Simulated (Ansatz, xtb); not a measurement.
## Two structures of CH2AlSi

We compare X, a doublet given by its coordinates, with Y, `[CH]1=[Si][AlH]1`, a doublet. Both are isolated molecules in the gas phase, relaxed with B3LYP-D3(BJ)/def2-SVP.

X (Å):

| atom | x (Å) | y (Å) | z (Å) |
| --- | --- | --- | --- |
| C | -0.6374 | 0.4185 | -1.7238 |
| Al | -1.6879 | -1.2608 | -0.6426 |
| Si | -2.1671 | 1.1083 | -1.0551 |
| H | -0.0630 | -0.5315 | -1.7750 |
| H | -0.0253 | 1.1474 | -2.2819 |

Close contacts (Å): C1–Al2 2.26, C1–Si3 1.81, Al2–Si3 2.45, C1–H4 1.11, C1–H5 1.10, Al2–H4 2.11.

Y (Å):

```xyz
5

C    -0.8434    0.9292   -0.9890
Al   -0.9387   -0.6722   -2.0128
Si   -0.9450    1.6666   -2.5795
H    -0.7647    1.1531    0.0812
H    -0.9620   -2.2487   -2.0196
```

Energies in hartree; the thermal terms are from B3LYP-D3(BJ)/def2-SVP harmonic frequencies (ideal gas, rigid rotor, one conformer each, 298.15 K, 1 atm) and include the zero-point energy:

```
                               X           Y
E, CCSD(T)/def2-TZVP  −570.179148  −570.179780
   zero-point energy     0.023774     0.021006
        H(298 K) − E     0.029298     0.026244
        G(298 K) − E    −0.004069    −0.006245
```

Work out ΔE, ΔE₀, ΔH and ΔG for X → Y in kJ/mol (1 Eh = 2625.50 kJ/mol) and the equilibrium ratio [Y]/[X].

1. ΔE = −570.179780 − (−570.179148) = −0.000632 Eh = −1.66 kJ/mol.
2. ΔE₀ = ΔE + ΔZPE = −0.000632 + (−0.002768) Eh = −8.93 kJ/mol.
3. ΔH = ΔE + (−0.003054) Eh = −9.68 kJ/mol.
4. ΔG = ΔE + (−0.002176) Eh = −7.37 kJ/mol, so ΔS = (ΔH − ΔG)/T = −7.7 J/(mol K).
5. kT = 0.9442 mEh, so K = [Y]/[X] = exp(−ΔG/kT) = exp(+2.97) ≈ 20.

Structure Y is favoured at this temperature. An error of 4 kJ/mol in ΔG would change K by a factor of 5. Mirror images and further conformers aren't counted.

Other levels gave ΔE = +4.6 (B3LYP-D3(BJ)/def2-SVP); −9.7 (HF/def2-TZVP); −26.0 (MP2/def2-TZVP) kJ/mol. Open shells are spin-unrestricted, with notable spin contamination. The correlated steps freeze 11 core orbitals. Programs: Ansatz 0.2.0.
